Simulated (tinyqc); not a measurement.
Inside a calculation (part 2 of 3). Method: UHF in the sto-3g basis, for BH3, spin multiplicity 1. Computed by tinyqc, a small Python program that keeps every step (integrals from PySCF). Command: `OMP_NUM_THREADS=1 python tinyqc.py 30056 30057 out.jsonl` (the two numbers bound the seeds that draw the settings). One thread of a shared host (Intel(R) Xeon(R) Processor @ 2.60GHz), about 0.2 s of CPU time with the checks.

Geometry (angstrom):

| atom | x | y | z |
|---|---|---|---|
| B | 0.00000 | 0.00000 | 0.01900 |
| H | 1.42100 | 0.00000 | 0.00000 |
| H | -0.71100 | 1.23100 | 0.00000 |
| H | -0.71100 | -1.23100 | 0.00000 |

## Iteration 1: diagonalisation and new density

F(alpha) (hartree), lower triangle:
```
           1B 1s     1B 2s    1B 2px    1B 2py    1B 2pz     2H 1s     3H 1s     4H 1s
1B 1s   -6.97834
1B 2s   -2.08545  -0.85798
1B 2px   0.00016   0.00110   0.00517
1B 2py   0.00008  -0.00144   0.00003   0.01891
1B 2pz  -0.00080   0.00503   0.00000  -0.09705   0.44786
2H 1s   -0.31370  -0.38263  -0.30843  -0.00007   0.00386  -0.20079
3H 1s   -0.31312  -0.38305   0.15515  -0.26201  -0.03480  -0.07907  -0.20257
4H 1s   -0.31322  -0.38223   0.15506   0.26172   0.04254  -0.07909  -0.08175  -0.20257
```

F(beta) (hartree), lower triangle:
```
           1B 1s     1B 2s    1B 2px    1B 2py    1B 2pz     2H 1s     3H 1s     4H 1s
1B 1s   -6.97834
1B 2s   -2.08545  -0.85798
1B 2px   0.00016   0.00110   0.00517
1B 2py  -0.00008   0.00144  -0.00003   0.01891
1B 2pz  -0.00080   0.00503   0.00000   0.09705   0.44786
2H 1s   -0.31370  -0.38263  -0.30843   0.00007   0.00386  -0.20079
3H 1s   -0.31322  -0.38223   0.15506  -0.26172   0.04254  -0.07909  -0.20257
4H 1s   -0.31312  -0.38305   0.15515   0.26201  -0.03480  -0.07907  -0.08175  -0.20257
```

X, lower triangle:
```
           1B 1s     1B 2s    1B 2px    1B 2py   1B 2pz     2H 1s     3H 1s    4H 1s
1B 1s    1.03239
1B 2s   -0.16657   1.23110
1B 2px  -0.00001   0.00009   1.11891
1B 2py   0.00000   0.00000   0.00000   1.11874
1B 2pz   0.00036  -0.00291   0.00000   0.00000  1.00004
2H 1s    0.02415  -0.22966  -0.25310   0.00000  0.00332   1.14429
3H 1s    0.02414  -0.22943   0.12648  -0.21897  0.00331  -0.00802   1.14406
4H 1s    0.02414  -0.22943   0.12648   0.21897  0.00331  -0.00802  -0.00799  1.14406
```

D(alpha) at the start, lower triangle:
```
           1B 1s     1B 2s    1B 2px    1B 2py    1B 2pz    2H 1s    3H 1s    4H 1s
1B 1s    1.02118
1B 2s   -0.08600   0.42460
1B 2px   0.00003  -0.00012   0.56179
1B 2py  -0.00066   0.00195   0.00000   0.53986
1B 2pz   0.00192  -0.00538   0.00000   0.14596   0.03955
2H 1s   -0.08280   0.17322   0.24077   0.00015  -0.00241  0.17617
3H 1s   -0.08300   0.17388  -0.12043   0.20045   0.05174  0.02136  0.17311
4H 1s   -0.08251   0.17243  -0.12043  -0.20015  -0.05657  0.02125  0.02436  0.17288
```

D(beta) at the start, lower triangle:
```
           1B 1s     1B 2s    1B 2px    1B 2py    1B 2pz    2H 1s    3H 1s    4H 1s
1B 1s    1.02118
1B 2s   -0.08600   0.42460
1B 2px   0.00003  -0.00012   0.56179
1B 2py   0.00066  -0.00195   0.00000   0.53986
1B 2pz   0.00192  -0.00538   0.00000  -0.14596   0.03955
2H 1s   -0.08280   0.17322   0.24077  -0.00015  -0.00241  0.17617
3H 1s   -0.08251   0.17243  -0.12043   0.20015  -0.05657  0.02125  0.17288
4H 1s   -0.08300   0.17388  -0.12043  -0.20045   0.05174  0.02136  0.02436  0.17311
```

overlap S, lower triangle:
```
          1B 1s    1B 2s    1B 2px    1B 2py    1B 2pz    2H 1s    3H 1s    4H 1s
1B 1s   1.00000
1B 2s   0.26933  1.00000
1B 2px  0.00000  0.00000   1.00000
1B 2py  0.00000  0.00000   0.00000   1.00000
1B 2pz  0.00000  0.00000   0.00000   0.00000   1.00000
2H 1s   0.03949  0.36398   0.40371   0.00000  -0.00540  1.00000
3H 1s   0.03944  0.36372  -0.20181   0.34940  -0.00539  0.05317  1.00000
4H 1s   0.03944  0.36372  -0.20181  -0.34940  -0.00539  0.05317  0.05316  1.00000
```

Diagonalise F' = X^T F X, C = X C', fill 4 alpha and 4 beta electrons from the bottom; D(s) = C_occ C_occ^T; the new density keeps 0.7 of the old one (damping). Each column has its largest component positive (the first on a tie).

F' = X^T F X (alpha) (hartree), lower triangle:
```
          1         2         3         4         5         6         7        8
1  -6.78253
2  -1.17789  -0.11909
3   0.00003   0.00135   0.25714
4   0.00026  -0.00141   0.00000   0.26869
5  -0.00046  -0.00011   0.00000  -0.09164   0.44795
6  -0.00145  -0.30627  -0.39363  -0.00007   0.00493   0.07535
7  -0.00121  -0.30500   0.19688  -0.33693  -0.01837  -0.03376   0.07093
8  -0.00134  -0.30468   0.19678   0.33662   0.02823  -0.03371  -0.03478  0.07092
```

orbital energies (alpha) (hartree): MO1 -6.98582, MO2 -0.47805, MO3 -0.30570, MO4 -0.30544, MO5 0.44661, MO6 0.56665, MO7 0.67015, MO8 0.68095

coefficients C (alpha):
```
             MO1       MO2       MO3       MO4       MO5       MO6       MO7       MO8
1B 1s    0.98949  -0.21001  -0.00211   0.00061  -0.01385  -0.26812  -0.00621  -0.00118
1B 2s    0.03996   0.55284   0.00605  -0.00223   0.05700   1.17900   0.02769   0.00615
1B 2px  -0.00004  -0.00410   0.48256  -0.09840  -0.00044  -0.02511   1.05108  -0.00673
1B 2py   0.00000   0.00123  -0.09743  -0.47758   0.16996  -0.01477   0.00640   1.03959
1B 2pz  -0.00001  -0.00435  -0.02233  -0.10927   0.96969  -0.05126  -0.00217  -0.21153
2H 1s   -0.00661   0.31607   0.54069  -0.10940  -0.02359  -0.59363  -0.81836   0.00050
3H 1s   -0.00666   0.32368  -0.36232  -0.40960  -0.22365  -0.60762   0.38359  -0.67524
4H 1s   -0.00665   0.32257  -0.17262   0.52056   0.17566  -0.63278   0.39170   0.66077
```

F' = X^T F X (beta) (hartree), lower triangle:
```
          1         2         3         4         5         6         7        8
1  -6.78253
2  -1.17789  -0.11909
3   0.00003   0.00135   0.25714
4  -0.00026   0.00141   0.00000   0.26869
5  -0.00046  -0.00011   0.00000   0.09164   0.44795
6  -0.00145  -0.30627  -0.39363   0.00007   0.00493   0.07535
7  -0.00134  -0.30468   0.19678  -0.33662   0.02823  -0.03371   0.07092
8  -0.00121  -0.30500   0.19688   0.33693  -0.01837  -0.03376  -0.03478  0.07093
```

orbital energies (beta) (hartree): MO1 -6.98582, MO2 -0.47805, MO3 -0.30570, MO4 -0.30544, MO5 0.44661, MO6 0.56665, MO7 0.67015, MO8 0.68095

coefficients C (beta):
```
             MO1       MO2       MO3       MO4       MO5       MO6       MO7       MO8
1B 1s    0.98949  -0.21001  -0.00211   0.00061  -0.01385  -0.26812  -0.00621   0.00118
1B 2s    0.03996   0.55284   0.00605  -0.00223   0.05700   1.17900   0.02769  -0.00615
1B 2px  -0.00004  -0.00410   0.48256  -0.09840  -0.00044  -0.02511   1.05108   0.00673
1B 2py   0.00000  -0.00123   0.09743   0.47758  -0.16996   0.01477  -0.00640   1.03959
1B 2pz  -0.00001  -0.00435  -0.02233  -0.10927   0.96969  -0.05126  -0.00217   0.21153
2H 1s   -0.00661   0.31607   0.54069  -0.10940  -0.02359  -0.59363  -0.81836  -0.00050
3H 1s   -0.00665   0.32257  -0.17262   0.52056   0.17566  -0.63278   0.39170  -0.66077
4H 1s   -0.00666   0.32368  -0.36232  -0.40960  -0.22365  -0.60762   0.38359   0.67524
```

D(alpha) after iteration 1, lower triangle:
```
           1B 1s     1B 2s    1B 2px    1B 2py    1B 2pz    2H 1s    3H 1s    4H 1s
1B 1s    1.02179
1B 2s   -0.08317   0.38940
1B 2px  -0.00005   0.00018   0.46602
1B 2py  -0.00057   0.00171  -0.00001   0.44917
1B 2pz   0.00161  -0.00446   0.00000   0.11848   0.03142
2H 1s   -0.08020   0.17465   0.24965   0.00009  -0.00214  0.24460
3H 1s   -0.08032   0.17493  -0.12506   0.20971   0.05165  0.00033  0.24233
4H 1s   -0.07985   0.17346  -0.12506  -0.20952  -0.05593  0.00039  0.00319  0.24248
```

D(beta) after iteration 1, lower triangle:
```
           1B 1s     1B 2s    1B 2px    1B 2py    1B 2pz    2H 1s    3H 1s    4H 1s
1B 1s    1.02179
1B 2s   -0.08317   0.38940
1B 2px  -0.00005   0.00018   0.46602
1B 2py   0.00057  -0.00171   0.00001   0.44917
1B 2pz   0.00161  -0.00446   0.00000  -0.11848   0.03142
2H 1s   -0.08020   0.17465   0.24965  -0.00009  -0.00214  0.24460
3H 1s   -0.07985   0.17346  -0.12506   0.20952  -0.05593  0.00039  0.24248
4H 1s   -0.08032   0.17493  -0.12506  -0.20971   0.05165  0.00033  0.00319  0.24233
```

## Iteration 2: building the Fock matrix

core Hamiltonian H = T + V (hartree), lower triangle:
```
            1B 1s     1B 2s    1B 2px    1B 2py    1B 2pz     2H 1s     3H 1s     4H 1s
1B 1s   -13.43788
1B 2s    -3.48811  -4.51356
1B 2px   -0.00001  -0.00005  -3.76054
1B 2py    0.00000   0.00000   0.00000  -3.76042
1B 2pz    0.00052   0.00496   0.00000   0.00000  -3.63275
2H 1s    -0.51736  -1.42543  -1.39420   0.00000   0.01938  -2.74776
3H 1s    -0.51670  -1.42424   0.69685  -1.20650   0.01936  -0.21529  -2.74702
4H 1s    -0.51670  -1.42424   0.69685   1.20650   0.01936  -0.21529  -0.21520  -2.74702
```

nuclear repulsion = 6.2287924 hartree

Given earlier and not repeated: Two-electron integrals (ij|kl) in chemists' order.

J_ij = sum D_kl (ij|kl) with D = D(alpha) + D(beta), K_ij = sum D_kl (ik|jl) for each spin; F = H + J - K(s); E = tr D H + tr D J / 2 - 0.5 sum_s tr D(s) K(s) + E_nn.

Coulomb J (hartree), lower triangle:
```
           1B 1s     1B 2s    1B 2px    1B 2py    1B 2pz    2H 1s    3H 1s    4H 1s
1B 1s    9.25012
1B 2s    1.93404   4.26411
1B 2px   0.00019   0.00135   4.31251
1B 2py   0.00000   0.00000   0.00000   4.30907
1B 2pz  -0.00111  -0.00701  -0.00001   0.00000   4.15764
2H 1s    0.28269   1.32584   1.39560   0.00000  -0.01971  3.00394
3H 1s    0.28229   1.32305  -0.69618   1.20518  -0.01966  0.18751  2.99556
4H 1s    0.28229   1.32305  -0.69618  -1.20518  -0.01966  0.18751  0.18735  2.99556
```

exchange K(alpha) (hartree), lower triangle:
```
           1B 1s     1B 2s    1B 2px    1B 2py    1B 2pz    2H 1s    3H 1s    4H 1s
1B 1s    2.94642
1B 2s    0.56461   0.66280
1B 2px   0.00002   0.00051   0.58367
1B 2py  -0.00006   0.00124  -0.00003   0.56951
1B 2pz   0.00014  -0.00644   0.00000   0.08169   0.14830
2H 1s    0.08422   0.29764   0.32355   0.00005  -0.00417  0.48388
3H 1s    0.08394   0.29625  -0.16116   0.27355   0.03034  0.05029  0.47743
4H 1s    0.08403   0.29556  -0.16110  -0.27336  -0.03864  0.05034  0.05243  0.47770
```

exchange K(beta) (hartree), lower triangle:
```
          1B 1s     1B 2s    1B 2px    1B 2py    1B 2pz    2H 1s    3H 1s    4H 1s
1B 1s   2.94642
1B 2s   0.56461   0.66280
1B 2px  0.00002   0.00051   0.58367
1B 2py  0.00006  -0.00124   0.00003   0.56951
1B 2pz  0.00014  -0.00644   0.00000  -0.08169   0.14830
2H 1s   0.08422   0.29764   0.32355  -0.00005  -0.00417  0.48388
3H 1s   0.08403   0.29556  -0.16110   0.27336  -0.03864  0.05034  0.47770
4H 1s   0.08394   0.29625  -0.16116  -0.27355   0.03034  0.05029  0.05243  0.47743
```

F(alpha) (hartree), lower triangle:
```
           1B 1s     1B 2s    1B 2px    1B 2py    1B 2pz     2H 1s     3H 1s     4H 1s
1B 1s   -7.13417
1B 2s   -2.11868  -0.91224
1B 2px   0.00016   0.00079  -0.03170
1B 2py   0.00006  -0.00124   0.00003  -0.02085
1B 2pz  -0.00073   0.00439   0.00000  -0.08169   0.37659
2H 1s   -0.31889  -0.39723  -0.32215  -0.00005   0.00384  -0.22770
3H 1s   -0.31835  -0.39744   0.16183  -0.27487  -0.03064  -0.07807  -0.22889
4H 1s   -0.31843  -0.39675   0.16178   0.27468   0.03834  -0.07812  -0.08027  -0.22916
```

F(beta) (hartree), lower triangle:
```
           1B 1s     1B 2s    1B 2px    1B 2py    1B 2pz     2H 1s     3H 1s     4H 1s
1B 1s   -7.13417
1B 2s   -2.11868  -0.91224
1B 2px   0.00016   0.00079  -0.03170
1B 2py  -0.00006   0.00124  -0.00003  -0.02085
1B 2pz  -0.00073   0.00439   0.00000   0.08169   0.37659
2H 1s   -0.31889  -0.39723  -0.32215   0.00005   0.00384  -0.22770
3H 1s   -0.31843  -0.39675   0.16178  -0.27468   0.03834  -0.07812  -0.22916
4H 1s   -0.31835  -0.39744   0.16183   0.27487  -0.03064  -0.07807  -0.08027  -0.22889
```

total energy of this density = -25.7724372 hartree

This density is a damped mixture and is not idempotent.

## Iteration 2: DIIS over 2 matrices

error matrix X^T (FDS - SDF) X (alpha):
```
          1         2         3         4         5         6         7         8
1   0.00000  -0.08799  -0.00008   0.00039  -0.00104   0.05010   0.04993   0.04970
2   0.08799   0.00000  -0.00019  -0.00040   0.00174   0.03314   0.03348   0.03342
3   0.00008   0.00019   0.00000   0.00000   0.00000   0.13671  -0.06867  -0.06871
4  -0.00039   0.00040   0.00000   0.00000  -0.01228  -0.00010   0.11347  -0.11373
5   0.00104  -0.00174   0.00000   0.01228   0.00000  -0.00146   0.03293  -0.03587
6  -0.05010  -0.03314  -0.13671   0.00010   0.00146   0.00000  -0.00005  -0.00006
7  -0.04993  -0.03348   0.06867  -0.11347  -0.03293   0.00005   0.00000  -0.00001
8  -0.04970  -0.03342   0.06871   0.11373   0.03587   0.00006   0.00001   0.00000
```

B (overlaps of the stored error matrices):
```
               1              2
1  6.2146468e-01  4.3016192e-01
2  4.3016192e-01  3.0005939e-01
```

Minimise |sum c_i e_i|^2 with sum c_i = 1: solve [B -1; -1 0][c; lambda] = [0; -1] with B_ij = tr e_i^T e_j summed over both spins, and take F = sum c_i F_i.

DIIS coefficients: -2.12585  3.12585

extrapolated F(alpha) (hartree), lower triangle:
```
           1B 1s     1B 2s    1B 2px    1B 2py    1B 2pz     2H 1s     3H 1s     4H 1s
1B 1s   -7.46544
1B 2s   -2.18932  -1.02759
1B 2px   0.00015   0.00015  -0.11009
1B 2py   0.00002  -0.00081   0.00002  -0.10538
1B 2pz  -0.00058   0.00303   0.00000  -0.04903   0.22508
2H 1s   -0.32993  -0.42828  -0.35133  -0.00001   0.00379  -0.28490
3H 1s   -0.32946  -0.42803   0.17603  -0.30220  -0.02180  -0.07594  -0.28484
4H 1s   -0.32951  -0.42763   0.17605   0.30222   0.02940  -0.07606  -0.07713  -0.28568
```

extrapolated F(beta) (hartree), lower triangle:
```
           1B 1s     1B 2s    1B 2px    1B 2py    1B 2pz     2H 1s     3H 1s     4H 1s
1B 1s   -7.46544
1B 2s   -2.18932  -1.02759
1B 2px   0.00015   0.00015  -0.11009
1B 2py  -0.00002   0.00081  -0.00002  -0.10538
1B 2pz  -0.00058   0.00303   0.00000   0.04903   0.22508
2H 1s   -0.32993  -0.42828  -0.35133   0.00001   0.00379  -0.28490
3H 1s   -0.32951  -0.42763   0.17605  -0.30222   0.02940  -0.07606  -0.28568
4H 1s   -0.32946  -0.42803   0.17603   0.30220  -0.02180  -0.07594  -0.07713  -0.28484
```

## Iteration 2: diagonalisation and new density

As before.

F' = X^T F X (alpha) (hartree), lower triangle:
```
          1         2         3         4         5         6         7         8
1  -7.27215
2  -1.19045  -0.28591
3   0.00014   0.00028   0.14070
4   0.00013  -0.00084   0.00001   0.14429
5  -0.00004  -0.00182   0.00000  -0.04364   0.22516
6  -0.00679  -0.31025  -0.39474   0.00000   0.00443  -0.00269
7  -0.00664  -0.30948   0.19751  -0.34021  -0.01432  -0.02234  -0.00387
8  -0.00672  -0.30920   0.19745   0.34012   0.02319  -0.02240  -0.02293  -0.00475
```

orbital energies (alpha) (hartree): MO1 -7.47076, MO2 -0.59566, MO3 -0.40759, MO4 -0.40741, MO5 0.22805, MO6 0.45966, MO7 0.56711, MO8 0.56738

coefficients C (alpha):
```
             MO1       MO2       MO3       MO4       MO5       MO6       MO7       MO8
1B 1s    0.99142  -0.22100   0.00069   0.00009  -0.00805  -0.25200  -0.00187   0.00092
1B 2s    0.03279   0.61906  -0.00249  -0.00003   0.03336   1.14710   0.00888  -0.00411
1B 2px  -0.00003  -0.00092  -0.43376  -0.26382  -0.00003  -0.00898   0.86916  -0.57857
1B 2py   0.00000   0.00071  -0.26225   0.43169   0.00820  -0.00254   0.57921   0.86994
1B 2pz  -0.00001  -0.00301  -0.03989   0.06566   0.99547  -0.03505  -0.02517  -0.03734
2H 1s   -0.00516   0.28463  -0.45949  -0.27995  -0.01352  -0.62307  -0.68101   0.45190
3H 1s   -0.00519   0.28597  -0.01144   0.53697  -0.08106  -0.62964  -0.05508  -0.80614
4H 1s   -0.00518   0.28607   0.47229  -0.25850   0.05398  -0.63442   0.72088   0.35968
```

F' = X^T F X (beta) (hartree), lower triangle:
```
          1         2         3         4         5         6         7         8
1  -7.27215
2  -1.19045  -0.28591
3   0.00014   0.00028   0.14070
4  -0.00013   0.00084  -0.00001   0.14429
5  -0.00004  -0.00182   0.00000   0.04364   0.22516
6  -0.00679  -0.31025  -0.39474   0.00000   0.00443  -0.00269
7  -0.00672  -0.30920   0.19745  -0.34012   0.02319  -0.02240  -0.00475
8  -0.00664  -0.30948   0.19751   0.34021  -0.01432  -0.02234  -0.02293  -0.00387
```

orbital energies (beta) (hartree): MO1 -7.47076, MO2 -0.59566, MO3 -0.40759, MO4 -0.40741, MO5 0.22805, MO6 0.45966, MO7 0.56711, MO8 0.56738

coefficients C (beta):
```
             MO1       MO2       MO3       MO4       MO5       MO6       MO7       MO8
1B 1s    0.99142  -0.22100   0.00069   0.00009  -0.00805  -0.25200  -0.00187  -0.00092
1B 2s    0.03279   0.61906  -0.00249  -0.00003   0.03336   1.14710   0.00888   0.00411
1B 2px  -0.00003  -0.00092  -0.43376  -0.26382  -0.00003  -0.00898   0.86916   0.57857
1B 2py   0.00000  -0.00071   0.26225  -0.43169  -0.00820   0.00254  -0.57921   0.86994
1B 2pz  -0.00001  -0.00301  -0.03989   0.06566   0.99547  -0.03505  -0.02517   0.03734
2H 1s   -0.00516   0.28463  -0.45949  -0.27995  -0.01352  -0.62307  -0.68101  -0.45190
3H 1s   -0.00518   0.28607   0.47229  -0.25850   0.05398  -0.63442   0.72088  -0.35968
4H 1s   -0.00519   0.28597  -0.01144   0.53697  -0.08106  -0.62964  -0.05508   0.80614
```

D(alpha) after iteration 2, lower triangle:
```
           1B 1s     1B 2s    1B 2px    1B 2py    1B 2pz     2H 1s     3H 1s    4H 1s
1B 1s    1.02478
1B 2s   -0.08951   0.38787
1B 2px  -0.00008   0.00028   0.40354
1B 2py  -0.00049   0.00152  -0.00005   0.39096
1B 2pz   0.00132  -0.00365   0.00000   0.09458   0.02377
2H 1s   -0.07665   0.17541   0.25663   0.00002  -0.00177   0.28238
3H 1s   -0.07671   0.17552  -0.12863   0.21730   0.04661  -0.01886   0.28072
4H 1s   -0.07631   0.17415  -0.12862  -0.21724  -0.05015  -0.01869  -0.01648  0.28126
```

D(beta) after iteration 2, lower triangle:
```
           1B 1s     1B 2s    1B 2px    1B 2py    1B 2pz     2H 1s     3H 1s    4H 1s
1B 1s    1.02478
1B 2s   -0.08951   0.38787
1B 2px  -0.00008   0.00028   0.40354
1B 2py   0.00049  -0.00152   0.00005   0.39096
1B 2pz   0.00132  -0.00365   0.00000  -0.09458   0.02377
2H 1s   -0.07665   0.17541   0.25663  -0.00002  -0.00177   0.28238
3H 1s   -0.07631   0.17415  -0.12862   0.21724  -0.05015  -0.01869   0.28126
4H 1s   -0.07671   0.17552  -0.12863  -0.21730   0.04661  -0.01886  -0.01648  0.28072
```
